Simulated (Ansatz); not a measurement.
Input and output for C2H5ClO2 (`COC(O)Cl`).

```yaml
crystal:
  periodic: [false, false, false]
  atoms:
    - {symbol: C, position_ang: [-0.593228, -1.081865, 0.627555]}
    - {symbol: O, position_ang: [-0.507397, -0.313418, -0.559459]}
    - {symbol: C, position_ang: [0.149737, 0.880496, -0.371795]}
    - {symbol: O, position_ang: [1.498976, 0.744204, -0.181781]}
    - {symbol: Cl, position_ang: [-0.209269, 1.865853, -1.830139]}
    - {symbol: H, position_ang: [-1.140973, -0.537689, 1.406092]}
    - {symbol: H, position_ang: [0.397756, -1.348215, 1.005475]}
    - {symbol: H, position_ang: [-1.141452, -1.986276, 0.370482]}
    - {symbol: H, position_ang: [-0.235331, 1.438174, 0.486425]}
    - {symbol: H, position_ang: [1.864281, 0.287735, -0.949756]}
basis:
  gaussian: {orbitals: def2-SVP}
hamiltonian: {xc: {name: PBEsol}}
```

```sh
$ ansatz run in.yaml --threads 4 --pin off --events-out ev --progress --plain --max-ram 10444MiB
```

Output, abridged:

```
Functional definition: PBEsol
1087 factors; their error is unknown
mean field evaluation 1: about -18702.9281 eV, gradient 5.7e1 eV
mean field evaluation 2: about -18690.5985 eV, gradient 9.7e1 eV
mean field evaluation 4: about -18709.6985 eV, gradient 4.5e0 eV
mean field evaluation 8: about -18709.7400 eV, gradient 1.9e-1 eV
mean field evaluation 16: about -18709.6909 eV, gradient 1.7e-4 eV
mean field -18709.69085505 eV, -687.5684570392 hartree, gradient 2.0e-5 eV, S^2 0.000000; 0 other end points of the search recorded, 0 dependent functions left out
reference -18709.69088414 eV, -687.5684581083 hartree; 25, 25 occupied and 74, 74 virtual orbitals, 1087 factors
Total energy: -18709.69088414 eV, -687.5684581083 hartree
```

Hardware: 4 threads of an Arm Neoverse V2 on a shared host. Wall time 0.65 s, peak host memory 0.13 GiB.
